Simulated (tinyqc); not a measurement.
Worked calculation: RKS/PBE in the sto-3g basis, for H2O, spin multiplicity 1. Computed by tinyqc, a small Python program that keeps every step (integrals from PySCF). Settings: charge = 0, multiplicity = 1, basis = sto-3g, energy threshold = 1e-09, iteration cap = 81, orthogonalisation = symmetric, start = Wolfsberg-Helmholz matrix, DIIS depth = 0, method = RKS, functional = pbe,pbe, grid = [15, 26]. Command: `OMP_NUM_THREADS=1 python tinyqc.py 27291 27292 out.jsonl` (the two numbers bound the seeds that draw the settings). One thread of a shared host (Intel(R) Xeon(R) Processor @ 2.60GHz), about 0.7 s of CPU time with the checks. Later iterations appear only in the table of the cycle.

## One-electron integrals

Geometry (angstrom):

| atom | x | y | z |
|---|---|---|---|
| O | 0.000000 | 0.000000 | 0.000000 |
| H | 0.000000 | 0.815000 | 0.489000 |
| H | 0.000000 | -0.780000 | 0.468000 |

Basis sto-3g: exponents (1/bohr^2) and contraction coefficients of normalised primitives:

| element | l (shell) | exponent | coefficient |
|---|---|---|---|
| O | s (1) | 130.709320 | 0.154329 |
| O | s (1) | 23.808861 | 0.535328 |
| O | s (1) | 6.443608 | 0.444635 |
| O | s (2) | 5.033151 | -0.099967 |
| O | s (2) | 1.169596 | 0.399513 |
| O | s (2) | 0.380389 | 0.700115 |
| O | p (3) | 5.033151 | 0.155916 |
| O | p (3) | 1.169596 | 0.607684 |
| O | p (3) | 0.380389 | 0.391957 |
| H | s (1) | 3.425251 | 0.154329 |
| H | s (1) | 0.623914 | 0.535328 |
| H | s (1) | 0.168855 | 0.444635 |

Overlap, kinetic and nuclear-attraction integrals over the contracted functions; the nuclear repulsion is the sum of Za Zb / Rab.

nuclear repulsion = 9.43989311 hartree

overlap S, lower triangle:
```
           1O 1s     1O 2s    1O 2px     1O 2py    1O 2pz     2H 1s     3H 1s
1O 1s   1.000000
1O 2s   0.236704  1.000000
1O 2px  0.000000  0.000000  1.000000
1O 2py  0.000000  0.000000  0.000000   1.000000
1O 2pz  0.000000  0.000000  0.000000   0.000000  1.000000
2H 1s   0.054849  0.479250  0.000000   0.339387  0.203632  1.000000
3H 1s   0.060401  0.506517  0.000000  -0.351084  0.210650  0.223677  1.000000
```

kinetic energy T (hartree), lower triangle:
```
            1O 1s     1O 2s    1O 2px     1O 2py    1O 2pz     2H 1s     3H 1s
1O 1s   29.003200
1O 2s   -0.168011  0.808128
1O 2px   0.000000  0.000000  2.528731
1O 2py   0.000000  0.000000  0.000000   2.528731
1O 2pz   0.000000  0.000000  0.000000   0.000000  2.528731
2H 1s   -0.002027  0.131883  0.000000   0.248249  0.148949  0.760032
3H 1s    0.001328  0.152748  0.000000  -0.276261  0.165756  0.002731  0.760032
```

nuclear attraction V (hartree), lower triangle:
```
             1O 1s       1O 2s      1O 2px      1O 2py      1O 2pz      2H 1s      3H 1s
1O 1s   -61.756974
1O 2s    -7.452571  -10.172395
1O 2px    0.000000    0.000000  -10.010380
1O 2py    0.001239    0.011569    0.000000  -10.206410
1O 2pz   -0.016945   -0.197025    0.000000    0.005583  -10.080951
2H 1s    -1.777243   -3.912066    0.000000   -2.468083   -1.539577  -5.845325
3H 1s    -1.960451   -4.190466    0.000000    2.601248   -1.620660  -1.491345  -6.007560
```

core Hamiltonian H = T + V (hartree), lower triangle:
```
             1O 1s      1O 2s     1O 2px     1O 2py     1O 2pz      2H 1s      3H 1s
1O 1s   -32.753774
1O 2s    -7.620582  -9.364267
1O 2px    0.000000   0.000000  -7.481649
1O 2py    0.001239   0.011569   0.000000  -7.677679
1O 2pz   -0.016945  -0.197025   0.000000   0.005583  -7.552220
2H 1s    -1.779271  -3.780183   0.000000  -2.219834  -1.390628  -5.085293
3H 1s    -1.959123  -4.037718   0.000000   2.324988  -1.454904  -1.488613  -5.247529
```

## Two-electron integrals

Functions are numbered as in S; the eight-fold symmetry (ij|kl) = (ji|kl) = (kl|ij) leaves the list below.

Two-electron integrals (ij|kl) in chemists' order, unique and non-zero (hartree):
```
(11|11) 4.785065    (21|11) 0.741380    (21|21) 0.136873    (22|11) 1.118947
(22|21) 0.256633    (22|22) 0.817206    (31|31) 0.024477    (32|31) 0.037809
(32|32) 0.180518    (33|11) 1.115814    (33|21) 0.256684    (33|22) 0.817023
(33|33) 0.880159    (41|41) 0.024477    (42|41) 0.037809    (42|42) 0.180518
(43|43) 0.047444    (44|11) 1.115814    (44|21) 0.256684    (44|22) 0.817023
(44|33) 0.785270    (44|44) 0.880159    (51|51) 0.024477    (52|51) 0.037809
(52|52) 0.180518    (53|53) 0.047444    (54|54) 0.047444    (55|11) 1.115814
(55|21) 0.256684    (55|22) 0.817023    (55|33) 0.785270    (55|44) 0.785270
(55|55) 0.880159    (61|11) 0.174607    (61|21) 0.031947    (61|22) 0.059458
(61|33) 0.059346    (61|41) 0.001259    (61|42) 0.002348    (61|44) 0.059599
(61|51) 0.000755    (61|52) 0.001409    (61|54) 0.000152    (61|55) 0.059437
(61|61) 0.007553    (62|11) 0.408366    (62|21) 0.094761    (62|22) 0.332173
(62|33) 0.326673    (62|41) 0.006071    (62|42) 0.045624    (62|44) 0.338579
(62|51) 0.003643    (62|52) 0.027374    (62|54) 0.007143    (62|55) 0.330959
(62|61) 0.022517    (62|62) 0.164654    (63|31) 0.010112    (63|32) 0.058144
(63|43) 0.009573    (63|53) 0.005744    (63|63) 0.023973    (64|11) 0.246075
(64|21) 0.057862    (64|22) 0.216647    (64|33) 0.206731    (64|41) 0.013376
(64|42) 0.086485    (64|44) 0.233497    (64|51) 0.001959    (64|52) 0.017004
(64|54) 0.010316    (64|55) 0.209474    (64|61) 0.014381    (64|62) 0.130442
(64|64) 0.126169    (65|11) 0.147645    (65|21) 0.034717    (65|22) 0.129988
(65|33) 0.124039    (65|41) 0.001959    (65|42) 0.017004    (65|44) 0.128610
(65|51) 0.011287    (65|52) 0.068347    (65|54) 0.012316    (65|55) 0.137172
(65|61) 0.008629    (65|62) 0.078265    (65|64) 0.061318    (65|65) 0.060764
(66|11) 0.535206    (66|21) 0.126213    (66|22) 0.505713    (66|33) 0.485105
(66|41) 0.010845    (66|42) 0.110861    (66|44) 0.530112    (66|51) 0.006507
(66|52) 0.066517    (66|54) 0.027004    (66|55) 0.501308    (66|61) 0.030288
(66|62) 0.310019    (66|64) 0.280614    (66|65) 0.168368    (66|66) 0.774606
(71|11) 0.192524    (71|21) 0.035211    (71|22) 0.065487    (71|33) 0.065365
(71|41) -0.001377   (71|42) -0.002566   (71|44) 0.065639    (71|51) 0.000826
(71|52) 0.001539    (71|54) -0.000164   (71|55) 0.065464    (71|61) 0.008175
(71|62) 0.023900    (71|64) 0.013919    (71|65) 0.009161    (71|66) 0.031691
(71|71) 0.009174    (72|11) 0.437748    (72|21) 0.101522    (72|22) 0.354367
(72|33) 0.348621    (72|41) -0.006471   (72|42) -0.048053   (72|44) 0.361057
(72|51) 0.003882    (72|52) 0.028832    (72|54) -0.007462   (72|55) 0.353098
(72|61) 0.023249    (72|62) 0.139941    (72|64) 0.076779    (72|65) 0.064346
(72|66) 0.214109    (72|71) 0.026558    (72|72) 0.185390    (73|31) 0.010988
(73|32) 0.062617    (73|43) -0.010151   (73|53) 0.006091    (73|63) 0.019784
(73|73) 0.027415    (74|11) -0.258819   (74|21) -0.060843   (74|22) -0.226898
(74|33) -0.216451   (74|41) 0.014419    (74|42) 0.092066    (74|44) -0.244689
(74|51) -0.002059   (74|52) -0.017669   (74|54) 0.010852    (74|55) -0.219308
(74|61) -0.013262   (74|62) -0.074730   (74|64) -0.021716   (74|65) -0.033593
(74|66) -0.100872   (74|71) -0.016667   (74|72) -0.144200   (74|74) 0.138399
(75|11) 0.155291    (75|21) 0.036506    (75|22) 0.136139    (75|33) 0.129871
(75|41) -0.002059   (75|42) -0.017669   (75|44) 0.134632    (75|51) 0.012223
(75|52) 0.073219    (75|54) -0.013008   (75|55) 0.143766    (75|61) 0.008762
(75|62) 0.063533    (75|64) 0.034023    (75|65) 0.048543    (75|66) 0.106416
(75|71) 0.010000    (75|72) 0.086520    (75|74) -0.066590   (75|75) 0.067369
(76|11) 0.150533    (76|21) 0.035162    (76|22) 0.131292    (76|33) 0.128735
(76|41) 0.000037    (76|42) 0.000404    (76|44) 0.131818    (76|51) 0.002216
(76|52) 0.018937    (76|54) 0.000095    (76|55) 0.133188    (76|61) 0.008239
(76|62) 0.062320    (76|64) 0.042867    (76|65) 0.033249    (76|66) 0.116763
(76|71) 0.009068    (76|72) 0.065656    (76|74) -0.043873   (76|75) 0.034517
(76|76) 0.027819    (77|11) 0.555315    (77|21) 0.130872    (77|22) 0.520673
(77|33) 0.499447    (77|41) -0.011463   (77|42) -0.114561   (77|44) 0.545817
(77|51) 0.006878    (77|52) 0.068737    (77|54) -0.027822   (77|55) 0.516140
(77|61) 0.029827    (77|62) 0.206328    (77|64) 0.099993    (77|65) 0.103906
(77|66) 0.326988    (77|71) 0.034597    (77|72) 0.332712    (77|74) -0.295904
(77|75) 0.177543    (77|76) 0.116763    (77|77) 0.774606
```

## Orthogonalisation

S = U s U^T; symmetric (Loewdin) form X = U s^(-1/2) U^T, so that X^T S X = 1.

eigenvalues of S: 0.324360  0.390539  0.897829  1.000000  1.075912  1.388743  1.922618

X, lower triangle:
```
            1O 1s      1O 2s    1O 2px     1O 2py     1O 2pz      2H 1s     3H 1s
1O 1s    1.024349
1O 2s   -0.145225   1.275263
1O 2px   0.000000   0.000000  1.000000
1O 2py   0.000712  -0.012905  0.000000   1.143310
1O 2pz  -0.009241   0.104305  0.000000  -0.004431   1.042952
2H 1s    0.022345  -0.301547  0.000000  -0.253284  -0.126230   1.214217
3H 1s    0.023401  -0.335930  0.000000   0.270111  -0.137183  -0.083468  1.245145
```

## Starting guess

The start is the generalised Wolfsberg-Helmholz matrix (K = 1.75) built on H; D = 2 C_occ C_occ^T.

D at the start, lower triangle:
```
            1O 1s      1O 2s    1O 2px     1O 2py    1O 2pz     2H 1s     3H 1s
1O 1s    2.058006
1O 2s   -0.221540   1.041488
1O 2px   0.000000   0.000000  2.000000
1O 2py  -0.005987   0.024922  0.000000   1.273956
1O 2pz   0.102810  -0.375457  0.000000   0.006215  1.871402
2H 1s   -0.145260   0.348348  0.000000   0.395475  0.097707  0.264471
3H 1s   -0.155447   0.366309  0.000000  -0.386163  0.101521  0.035438  0.287289
```

## Iteration 1: exchange-correlation on the grid

Becke grid with 15 radial and 26 angular points per atom, points of zero weight dropped. rho = sum D_ij phi_i phi_j; V_xc,ij = sum w v_xc phi_i phi_j plus the gradient terms; v_xc is d(rho eps)/d rho at fixed gradient.

The 8 grid points with the largest w rho, of 1164 (bohr, atomic units):

| x | y | z | w | rho | \|grad rho\|^2 | eps_xc | v_xc |
|---|---|---|---|---|---|---|---|
| 0.000000 | 0.000000 | -0.900000 | 0.174965 | 0.688258 | 2.096517 | -0.724530 | -0.933406 |
| 0.000000 | 0.000000 | -1.315168 | 0.489430 | 0.235868 | 0.518781 | -0.537528 | -0.631397 |
| 0.900000 | 0.000000 | 0.000000 | 0.174900 | 0.629754 | 1.714420 | -0.704809 | -0.907241 |
| -0.900000 | 0.000000 | 0.000000 | 0.174900 | 0.629754 | 1.714420 | -0.704809 | -0.907241 |
| 1.315168 | 0.000000 | 0.000000 | 0.488166 | 0.219627 | 0.437828 | -0.526035 | -0.617053 |
| -1.315168 | 0.000000 | 0.000000 | 0.488166 | 0.219627 | 0.437828 | -0.526035 | -0.617053 |
| 0.636396 | 0.000000 | -0.636396 | 0.139971 | 0.676149 | 2.015482 | -0.720550 | -0.928103 |
| -0.636396 | 0.000000 | -0.636396 | 0.139971 | 0.676149 | 2.015482 | -0.720550 | -0.928103 |

electrons on the grid, sum of w rho = 10.010935

E_xc = sum of w rho eps_xc = -9.51336481 hartree

V_xc (hartree), lower triangle:
```
            1O 1s      1O 2s     1O 2px     1O 2py     1O 2pz      2H 1s      3H 1s
1O 1s   -3.093640
1O 2s   -0.423389  -0.816239
1O 2px   0.000000   0.000000  -0.810743
1O 2py  -0.000078   0.000057   0.000000  -0.803833
1O 2pz   0.002302   0.002962   0.000000   0.000370  -0.814382
2H 1s   -0.100456  -0.316443   0.000000  -0.203547  -0.123153  -0.458417
3H 1s   -0.110746  -0.339057   0.000000   0.214561  -0.129949  -0.116731  -0.475103
```

## Iteration 1: building the Kohn-Sham matrix

J_ij = sum D_kl (ij|kl); F = H + J + V_xc; E = tr D H + tr D J / 2 + E_xc + E_nn.

Coulomb J (hartree), lower triangle:
```
            1O 1s      1O 2s    1O 2px     1O 2py    1O 2pz     2H 1s     3H 1s
1O 1s   17.687118
1O 2s    3.353722   8.389755
1O 2px   0.000000   0.000000  8.371447
1O 2py   0.000129  -0.001286  0.000000   8.390083
1O 2pz  -0.006771   0.005527  0.000000  -0.001194  8.384613
2H 1s    0.782391   3.368940  0.000000   2.181329  1.313677  5.128687
3H 1s    0.862125   3.597123  0.000000  -2.287268  1.377115  1.325863  5.280500
```

Kohn-Sham matrix F (hartree), lower triangle:
```
             1O 1s      1O 2s    1O 2px     1O 2py     1O 2pz      2H 1s      3H 1s
1O 1s   -18.160296
1O 2s    -4.690249  -1.790752
1O 2px    0.000000   0.000000  0.079055
1O 2py    0.001290   0.010340  0.000000  -0.091429
1O 2pz   -0.021414  -0.188536  0.000000   0.004759   0.018012
2H 1s    -1.097335  -0.727686  0.000000  -0.242052  -0.200104  -0.415024
3H 1s    -1.207745  -0.779652  0.000000   0.252281  -0.207738  -0.279482  -0.442132
```

total energy of this density = -75.00614881 hartree

## Iteration 1: diagonalisation and new density

Diagonalise F' = X^T F X, C = X C', fill 5 alpha and 5 beta electrons from the bottom; D = 2 C_occ C_occ^T. Each column has its largest component positive (the first on a tie).

F' = X^T F X (hartree), lower triangle:
```
            1          2         3          4          5          6          7
1  -17.796515
2   -2.533438  -0.710787
3    0.000000   0.000000  0.079055
4    0.000537  -0.004669  0.000000   0.155918
5   -0.029044  -0.049382  0.000000  -0.001317   0.090345
6   -0.179620  -0.339565  0.000000  -0.317782  -0.171333  -0.029845
7   -0.213720  -0.375943  0.000000   0.335345  -0.183920  -0.087387  -0.002022
```

orbital energies (hartree): MO1 -18.171089, MO2 -0.740992, MO3 -0.349982, MO4 0.017125, MO5 0.079055, MO6 0.371340, MO7 0.580692

coefficients C:
```
              MO1        MO2        MO3        MO4       MO5        MO6        MO7
1O 1s    0.993132  -0.212302  -0.001033  -0.144586  0.000000  -0.137214   0.019888
1O 2s    0.031611   0.701508   0.007656   0.721120  0.000000   0.908908  -0.151373
1O 2px   0.000000   0.000000   0.000000   0.000000  1.000000   0.000000   0.000000
1O 2py  -0.000430  -0.012579   0.497000   0.016594  0.000000   0.122672   1.087182
1O 2pz   0.004610   0.199849   0.002556  -0.714804  0.000000   0.758138  -0.088319
2H 1s   -0.007569   0.229392   0.526525  -0.324124  0.000000  -0.850682  -0.702983
3H 1s   -0.008322   0.244420  -0.492124  -0.319038  0.000000  -0.703455   0.929462
```

D after iteration 1, lower triangle:
```
            1O 1s      1O 2s    1O 2px     1O 2py    1O 2pz      2H 1s     3H 1s
1O 1s    2.104581
1O 2s   -0.443619   2.026370
1O 2px   0.000000   0.000000  2.000000
1O 2py  -0.001338   0.013867  0.000000   0.494886
1O 2pz   0.130996  -0.750197  0.000000  -0.026214  1.101825
2H 1s   -0.019795  -0.138041  0.000000   0.506844  0.557679   0.869925
3H 1s   -0.027037  -0.125266  0.000000  -0.505901  0.551201  -0.199153  0.807563
```

## Iteration 2: exchange-correlation on the grid

As before.

The 8 grid points with the largest w rho, of 1164 (bohr, atomic units):

| x | y | z | w | rho | \|grad rho\|^2 | eps_xc | v_xc |
|---|---|---|---|---|---|---|---|
| 0.900000 | 0.000000 | 0.000000 | 0.174900 | 0.680370 | 2.088590 | -0.722103 | -0.929554 |
| -0.900000 | 0.000000 | 0.000000 | 0.174900 | 0.680370 | 2.088590 | -0.722103 | -0.929554 |
| -1.315168 | 0.000000 | 0.000000 | 0.488166 | 0.232426 | 0.505739 | -0.535415 | -0.628013 |
| 1.315168 | 0.000000 | 0.000000 | 0.488166 | 0.232426 | 0.505739 | -0.535415 | -0.628013 |
| 0.000000 | 0.000000 | -0.900000 | 0.174965 | 0.630855 | 1.842679 | -0.705712 | -0.906445 |
| 0.000000 | 0.000000 | -1.315168 | 0.489430 | 0.209164 | 0.422968 | -0.520747 | -0.604041 |
| 0.636396 | 0.000000 | -0.636396 | 0.139971 | 0.687923 | 2.179087 | -0.724715 | -0.932516 |
| -0.636396 | 0.000000 | -0.636396 | 0.139971 | 0.687923 | 2.179087 | -0.724715 | -0.932516 |

electrons on the grid, sum of w rho = 10.008022

E_xc = sum of w rho eps_xc = -9.28371031 hartree

V_xc (hartree), lower triangle:
```
            1O 1s      1O 2s     1O 2px     1O 2py     1O 2pz      2H 1s      3H 1s
1O 1s   -3.091643
1O 2s   -0.415491  -0.788854
1O 2px   0.000000   0.000000  -0.801398
1O 2py   0.000026   0.000642   0.000000  -0.766425
1O 2pz   0.004645   0.010199   0.000000   0.001998  -0.777990
2H 1s   -0.098523  -0.314716   0.000000  -0.207527  -0.125375  -0.511941
3H 1s   -0.108661  -0.335883   0.000000   0.217266  -0.131514  -0.119209  -0.516702
```

## Iteration 2: building the Kohn-Sham matrix

As before.

Coulomb J (hartree), lower triangle:
```
            1O 1s     1O 2s    1O 2px     1O 2py    1O 2pz     2H 1s     3H 1s
1O 1s   17.154969
1O 2s    3.228003  8.087758
1O 2px   0.000000  0.000000  8.091072
1O 2py   0.000001  0.002162  0.000000   8.083249
1O 2pz  -0.011903  0.022031  0.000000  -0.002727  8.064972
2H 1s    0.753077  3.288753  0.000000   2.149183  1.302430  5.168489
3H 1s    0.829874  3.503329  0.000000  -2.242196  1.360994  1.306586  5.274849
```

Kohn-Sham matrix F (hartree), lower triangle:
```
             1O 1s      1O 2s     1O 2px     1O 2py     1O 2pz      2H 1s      3H 1s
1O 1s   -18.690447
1O 2s    -4.808070  -2.065363
1O 2px    0.000000   0.000000  -0.191974
1O 2py    0.001266   0.014374   0.000000  -0.360855
1O 2pz   -0.024203  -0.164795   0.000000   0.004854  -0.265238
2H 1s    -1.124716  -0.806146   0.000000  -0.278179  -0.213573  -0.428745
3H 1s    -1.237910  -0.870272   0.000000   0.300058  -0.225423  -0.301237  -0.489381
```

total energy of this density = -75.15999531 hartree

## Iteration 2: diagonalisation and new density

As before.

F' = X^T F X (hartree), lower triangle:
```
            1          2          3          4          5          6          7
1  -18.325060
2   -2.553925  -0.997908
3    0.000000   0.000000  -0.191974
4   -0.000056  -0.000173   0.000000  -0.147221
5   -0.032799  -0.042804   0.000000  -0.001304  -0.204073
6   -0.184613  -0.355979   0.000000  -0.302155  -0.159968  -0.009477
7   -0.219442  -0.391345   0.000000   0.321065  -0.172736  -0.089031  -0.014542
```

orbital energies (hartree): MO1 -18.700701, MO2 -0.946119, MO3 -0.489138, MO4 -0.246345, MO5 -0.191974, MO6 0.262714, MO7 0.421310

coefficients C:
```
              MO1        MO2        MO3        MO4       MO5        MO6        MO7
1O 1s    0.993363  -0.235192  -0.009340   0.099594  0.000000  -0.138458   0.015835
1O 2s    0.030597   0.842618   0.044457  -0.479088  0.000000   0.950231  -0.129732
1O 2px   0.000000   0.000000   0.000000   0.000000  1.000000   0.000000   0.000000
1O 2py  -0.000424  -0.022776   0.675243   0.007821  0.000000   0.079274   0.990777
1O 2pz   0.004633   0.205167   0.004449   0.861355  0.000000   0.587149  -0.068366
2H 1s   -0.007332   0.122504   0.363906   0.178793  0.000000  -0.918028  -0.794089
3H 1s   -0.008069   0.147573  -0.361971   0.179159  0.000000  -0.775263   0.988197
```

D after iteration 2, lower triangle:
```
            1O 1s      1O 2s    1O 2px     1O 2py    1O 2pz      2H 1s     3H 1s
1O 1s    2.104184
1O 2s   -0.431826   1.884887
1O 2px   0.000000   0.000000  2.000000
1O 2py  -0.001184   0.014136  0.000000   0.913067
1O 2pz   0.084185  -0.478895  0.000000   0.010132  1.568136
2H 1s   -0.043375   0.067041  0.000000   0.488673  0.361446   0.358911
3H 1s   -0.042999   0.044351  0.000000  -0.492750  0.365898  -0.163108  0.369928
```

## Convergence

Stop when the energy changes by less than 1e-09 hartree and every element of the error matrix X^T (F D S - S D F) X is below 9e-06.

Course of the cycle:

| iteration | E (hartree) | change | largest element of the error matrix |
|---|---|---|---|
| 1 | -75.00614881 | - | 3.84e-01 |
| 2 | -75.15999531 | -1.54e-01 | 2.25e-01 |
| 3 | -75.17487514 | -1.49e-02 | 1.99e-01 |
| 4 | -75.18289201 | -8.02e-03 | 1.73e-01 |
| 5 | -75.19132673 | -8.43e-03 | 1.56e-01 |
| 6 | -75.19626347 | -4.94e-03 | 1.38e-01 |
| 7 | -75.20128427 | -5.02e-03 | 1.24e-01 |
| 8 | -75.20441262 | -3.13e-03 | 1.10e-01 |
| 9 | -75.20748252 | -3.07e-03 | 9.93e-02 |
| 10 | -75.20949496 | -2.01e-03 | 8.83e-02 |
| 11 | -75.21140603 | -1.91e-03 | 7.97e-02 |
| 12 | -75.21271115 | -1.31e-03 | 7.10e-02 |
| 13 | -75.21391554 | -1.20e-03 | 6.40e-02 |
| 14 | -75.21476553 | -8.50e-04 | 5.71e-02 |
| ... | ... | ... | ... |
| 68 | -75.21850749 | -8.02e-09 | 1.72e-04 |
| 69 | -75.21850750 | -6.47e-09 | 1.54e-04 |
| 70 | -75.21850751 | -5.22e-09 | 1.39e-04 |
| 71 | -75.21850751 | -4.21e-09 | 1.25e-04 |
| 72 | -75.21850751 | -3.39e-09 | 1.12e-04 |
| 73 | -75.21850751 | -2.74e-09 | 1.00e-04 |
| 74 | -75.21850752 | -2.21e-09 | 9.02e-05 |
| 75 | -75.21850752 | -1.78e-09 | 8.10e-05 |
| 76 | -75.21850752 | -1.44e-09 | 7.28e-05 |
| 77 | -75.21850752 | -1.16e-09 | 6.53e-05 |
| 78 | -75.21850752 | -9.34e-10 | 5.87e-05 |
| 79 | -75.21850752 | -7.54e-10 | 5.27e-05 |
| 80 | -75.21850752 | -6.08e-10 | 4.73e-05 |
| 81 | -75.21850752 | -4.90e-10 | 4.25e-05 |

PySCF RKS in the same basis, fine grid = -75.20245125 hartree

Not converged within the cap of 81 iterations: the residual falls steadily but slowly, by a factor of about 0.90 a step. Reruns (cap 100 unless said): DIIS 8: converged in 7; damping 0.5: converged in 29; level shift 0.5: converged in 15; atomic densities as start, DIIS 8: converged in 8; the original settings with a cap of 400: converged in 95.
